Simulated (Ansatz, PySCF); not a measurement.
Gas-phase enthalpy of formation at 298 K, by the atomisation route, of C[C]=O (SMILES; C2H3O). Each molecule is optimised on its own at B3LYP-D3(BJ)/def2-TZVP (Ansatz, an electronic-structure program). Correlated levels leave the core frozen unless marked. UHF or UKS for open shells. Spin-orbit coupling is left out. No relativistic terms. CBS(X,Y): correlation extrapolated as X^-3; Hartree-Fock from the larger set. The bracket is a focal-point correction in the basis named. Thermal terms are rigid-rotor harmonic-oscillator values from B3LYP-D3(BJ) frequencies (PySCF) at 298.15 K and 1 atm. 1 Eh = 627.5095 kcal/mol.

| species | count | E, RI-MP2/CBS(cc-pVTZ,cc-pVQZ)+[CCSD(T)-MP2]/cc-pVTZ (Ansatz) (Eh) | E, PBE/def2-TZVPD (Ansatz) (Eh) | measured ΔHf at 0 K (kcal/mol) | H(298) - H(0) of the element (kcal/mol) |
|---|---|---|---|---|---|
| C[C]=O | 1 | -153.01226 | -153.06280 | - | - |
| C atom | 2 | -37.79136 | -37.79605 | 169.98 | 0.25 |
| H atom | 3 | -0.49995 | -0.49962 | 51.63 | 1.01 |
| O atom | 1 | -75.00444 | -75.01069 | 58.99 | 1.04 |

Molecule: zero-point energy 27.01, H(298) - H(0) 3.07 kcal/mol. The route leaves out scalar relativity and anharmonic zero-point terms, the atoms' spin-orbit terms, and in the frozen-core level the core correlation. Atomic data: G2/97 table in ASE.

Q: Work out De, D0 and ΔHf at 0 and 298 K at both levels, and their errors against the measured value.

A: 
The atoms' values sum to 553.84 (0 K) and 4.57 (thermal), in kcal/mol.
- RI-MP2/CBS(cc-pVTZ,cc-pVQZ)+[CCSD(T)-MP2]/cc-pVTZ: De = 580.60; D0 = 580.60 - 27.01 = 553.59; ΔHf(0 K) = 553.84 - 553.59 = 0.25; ΔHf(298 K) = 0.25 + 3.07 - 4.57 = -1.25; error +1.0.
- PBE/def2-TZVPD: De = 603.13; D0 = 603.13 - 27.01 = 576.12; ΔHf(0 K) = 553.84 - 576.12 = -22.28; ΔHf(298 K) = -22.28 + 3.07 - 4.57 = -23.78; error -21.5.
Measured: -2.3 kcal/mol (Active Thermochemical Tables 1.112 (ions: stationary electron), as tabulated in the package chemicals).
